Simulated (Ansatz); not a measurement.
# ClH3NSi, SMILES N[SiH]Cl: a rigid torsion scan

Computed with Ansatz 0.2.0 through its Python package.

Notebook, run cell by cell (the value of a cell's last expression is shown):

**Cell 1**
```python
import ansatz as az
from ase import Atoms
```

**Cell 2**
```python
atoms = Atoms(["N", "Si", "Cl", "H", "H", "H"], positions=[
    (-0.8134, 0.2252, -0.4866),
    (-0.0527, -0.3221, 0.8757),
    (1.5246, -1.3709, 0.1573),
    (-0.2048, 0.9959, -0.9327),
    (-0.9137, -0.4838, -1.2059),
    (0.502, 0.8918, 1.546),
])
```

**Cell 3**
```python
first = (
    az.Crystal.molecule_from_ase(atoms).calculation()
    .basis(gaussian="def2-SVP")
    .functional("b3lyp")
    .spin("collinear", total=1)
    .relax(force_tolerance=0.02, max_steps=80)
)
atoms.positions = first.run(threads=1).report["positions_ang"]
```

**Cell 4**
```python
start = atoms.get_dihedral(2, 1, 0, 3)
energies = {}
for turn in range(0, 360, 30):
    turned = atoms.copy()
    turned.set_dihedral(2, 1, 0, 3, start + turn, indices=[0, 3, 4])
    calculation = (
        az.Crystal.molecule_from_ase(turned).calculation()
        .basis(gaussian="def2-SVP")
        .functional("b3lyp")
        .spin("collinear", total=1)
    )
    energies[round((start + turn) % 360)] = calculation.run(threads=1).report["free_energy_ev"]
floor = min(energies.values())
print("dihedral Cl2-Si1-N0-H3 (deg)   E - E(min) (kJ/mol)")
for angle, e in sorted(energies.items()):
    print(f"{angle:8d} {96.485332 * (e - floor):14.3f}  " + "#" * int(30 * (e - floor) / max(max(energies.values()) - floor, 1e-9)))
```
Output:
```text
dihedral Cl2-Si1-N0-H3 (deg)   E - E(min) (kJ/mol)
       1         10.572  ##############
      31          4.537  ######
      61          4.966  ######
      91         11.899  ################
     121         14.672  ####################
     151         10.221  ##############
     181          3.651  #####
     211          0.000
     241          4.913  ######
     271         16.051  ######################
     301         21.421  ##############################
     331         17.391  ########################
```

Notes:
- The scan is rigid and the energies are electronic, in a modest basis. With rigid groups the curve can differ much from the relaxed path, the start wasn't checked as a minimum of this torsion, and equivalent turns needn't return to the same energy.
- The species is open-shell (spin multiplicity 2).
- b3lyp holds the VWN-RPA fit, as in Gaussian; the form of ORCA and Turbomole is b3lyp5.
- Finished in 76 s on 1 thread of Arm Neoverse V2 (shared host), peak memory 0.24 GiB.
